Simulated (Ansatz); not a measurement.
Barrier NH2 (SMILES [NH2]) + CH4 (SMILES C) via CH6N, on the benchmark's geometries as Psi4's copy gives them; open shells unrestricted, no zero-point energy, no spin–orbit coupling.
Transition structure (charge 0, multiplicity 2):
```
atom    x (Å)    y (Å)    z (Å)
----  -------  -------  -------
C     -1.2608   0.0000   0.0123
N      1.3133   0.0000  -0.1368
H     -1.5840   0.9085  -0.4847
H     -1.4637  -0.0046   1.0773
H     -1.5847  -0.9039  -0.4927
H      0.0431  -0.0001  -0.1517
H      1.4805   0.8056   0.4678
H      1.4806  -0.8055   0.4678
```

Correlated levels freeze the cores. MP2 and its Hartree–Fock in aug-cc-pVQZ are density fitted.

Codes used: Ansatz (Gaussian basis) for Hartree–Fock, density functionals and correlated methods. 

The barrier height is − E(H2N) − E(CH4) + E(TS). Total energies (hartree):

| level | H2N | CH4 | TS |
|---|---|---|---|
| HF/aug-cc-pVTZ | -55.5880482 | -40.2136260 | -95.7505746 |
| MP2/aug-cc-pVTZ | -55.7766308 | -40.4144545 | -96.1684958 |
| HF/aug-cc-pVQZ | -55.5913826 | -40.2162651 | -95.7564341 |
| MP2/aug-cc-pVQZ | -55.7915635 | -40.4273326 | -96.1963429 |
| MP2/aug-cc-pVDZ | -55.7283827 | -40.3674264 | -96.0732350 |
| CCSD(T)/aug-cc-pVDZ | -55.7516981 | -40.3952309 | -96.1243500 |

### Question
Work out the barrier height at the basis-set limit: extrapolate the MP2 correlation part as X⁻³, take Hartree–Fock from the larger set, and add the CCSD(T) − MP2 difference of aug-cc-pVDZ.

### Answer

1. Differences (1 hartree = 627.509 kcal/mol): HF/aug-cc-pVTZ 32.065; MP2/aug-cc-pVTZ 14.175; HF/aug-cc-pVQZ 32.137; MP2/aug-cc-pVQZ 14.152; MP2/aug-cc-pVDZ 14.165; CCSD(T)/aug-cc-pVDZ 14.169.
2. Correlation parts, MP2 less HF: -17.890 in aug-cc-pVTZ (X = 3), -17.985 in aug-cc-pVQZ (X = 4).
3. Limit (4³·(-17.985) − 3³·(-17.890))/(4³ − 3³) = -18.053; with HF/aug-cc-pVQZ it gives 14.083.
4. CCSD(T) less MP2 in aug-cc-pVDZ: 0.003.
Result: 14.09 kcal/mol, against 14.18 at MP2/aug-cc-pVTZ. It is an estimate of this method's limit, not of the exact value.

Ansatz is a program for electronic structure.
